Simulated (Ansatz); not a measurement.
A nudged elastic band was laid between two geometries of AlClH4 (6 atoms, charge 0, multiplicity 1).

Level of theory: RKS BHLYP-D4/def2-SVP (Ansatz 0.2.0).

| Property | Result |
| --- | --- |
| movable images | 7 |
| climbing image | yes |
| spring | 20.0 eV/Å² |
| optimiser | quadratic models (default) |
| start path | through a guess of the saddle point |
| force threshold | 0.03 eV/Å |
| iteration limit | 60 |
| end points | relaxed |

Image 0:

```xyz
6
Properties=species:S:1:pos:R:3
Al 0.001 0.165 0.014
H -0.004 0.690 1.507
H 1.364 0.119 -0.779
H -1.367 0.042 -0.761
Cl 0.079 -2.383 0.944
H 0.076 -2.014 2.173
```

Image 8:

```xyz
6
Properties=species:S:1:pos:R:3
Al 0.021 -0.609 -0.220
H 0.011 0.242 1.948
H 1.383 0.124 -0.457
H -1.382 0.046 -0.439
Cl 0.083 -2.683 0.177
H 0.034 -0.500 2.090
```

Task: What changes between the two ends?

Result: Bonds broken: Al1–H2, Cl5–H6. Bonds formed: H2–H6. AlClH4 becomes AlClH2 + H2.

Task: Give the energies along the band, and the barrier.

Result: The run converged. The highest image is number 4 of 0 to 8, 22.1 kJ/mol above the first end and 144.9 kJ/mol above the last; the last end lies 122.8 kJ/mol below the first. Another band between the same ends (7 images) ends at a top of the same energy, where a vibrational analysis finds 1 clearly imaginary mode. The orbitals stay closed-shell, which can raise the energy where a bond breaks towards radicals; this wasn't checked here.

```json
{"image": "0", "path coordinate (Å)": "0.00", "energy (kJ/mol)": "0.0", "Al1–H2 (Å)": "1.58", "Cl5–H6 (Å)": "1.28", "H2–H6 (Å)": "2.79"}
{"image": "1", "path coordinate (Å)": "0.31", "energy (kJ/mol)": "2.0", "Al1–H2 (Å)": "1.59", "Cl5–H6 (Å)": "1.28", "H2–H6 (Å)": "2.37"}
{"image": "2", "path coordinate (Å)": "0.61", "energy (kJ/mol)": "7.0", "Al1–H2 (Å)": "1.59", "Cl5–H6 (Å)": "1.29", "H2–H6 (Å)": "1.99"}
{"image": "3", "path coordinate (Å)": "0.92", "energy (kJ/mol)": "14.1", "Al1–H2 (Å)": "1.61", "Cl5–H6 (Å)": "1.32", "H2–H6 (Å)": "1.62"}
{"image": "4", "path coordinate (Å)": "1.23", "energy (kJ/mol)": "22.1", "Al1–H2 (Å)": "1.66", "Cl5–H6 (Å)": "1.42", "H2–H6 (Å)": "1.26"}
{"image": "5", "path coordinate (Å)": "1.59", "energy (kJ/mol)": "-22.7", "Al1–H2 (Å)": "1.78", "Cl5–H6 (Å)": "1.75", "H2–H6 (Å)": "0.91"}
{"image": "6", "path coordinate (Å)": "1.95", "energy (kJ/mol)": "-90.8", "Al1–H2 (Å)": "1.98", "Cl5–H6 (Å)": "2.10", "H2–H6 (Å)": "0.78"}
{"image": "7", "path coordinate (Å)": "2.31", "energy (kJ/mol)": "-117.7", "Al1–H2 (Å)": "2.18", "Cl5–H6 (Å)": "2.49", "H2–H6 (Å)": "0.76"}
{"image": "8", "path coordinate (Å)": "2.67", "energy (kJ/mol)": "-122.8", "Al1–H2 (Å)": "2.33", "Cl5–H6 (Å)": "2.90", "H2–H6 (Å)": "0.76"}
```

Task: What is the geometry of the highest image?

Result: 
```xyz
6
Properties=species:S:1:pos:R:3
Al 0.010 -0.106 0.032
H 0.015 0.088 1.677
H 1.400 0.149 -0.640
H -1.401 0.074 -0.622
Cl 0.077 -2.410 0.972
H 0.049 -1.176 1.679
```

Time of the run: 99 s on 1 thread of Arm Neoverse V1, on a shared host, peak memory 0.1 GiB.
